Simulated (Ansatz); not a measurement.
C2H, SMILES `[C]#C` radical. Total charge 0; spin multiplicity 2.

```xyz
3

C     0.167   -0.411    1.067
C    -0.006    0.016   -0.041
H    -0.161    0.395   -1.025
```

Question: List the harmonic frequencies (cm⁻¹, unscaled) at PBE0-D4/def2-TZVP in Ansatz. (Best estimate.)

Answer: Ansatz gave: 484, 484, 2106, 3465.

Question: Is this a minimum?

Answer: Yes, all 4 modes are real.

Question: Give the ideal-gas thermochemistry at 298.15 K and 1 bar (rigid rotor, harmonic oscillator; point group C∞v, symmetry number 1).

Answer: Zero-point energy 39.1 kJ/mol; H(298) − E = 49.0 kJ/mol; entropy 210.0 J/(mol·K), of which translation 149.0, rotation 49.4, vibration 5.9, electronic 5.8; G(298) − E = -13.6 kJ/mol.
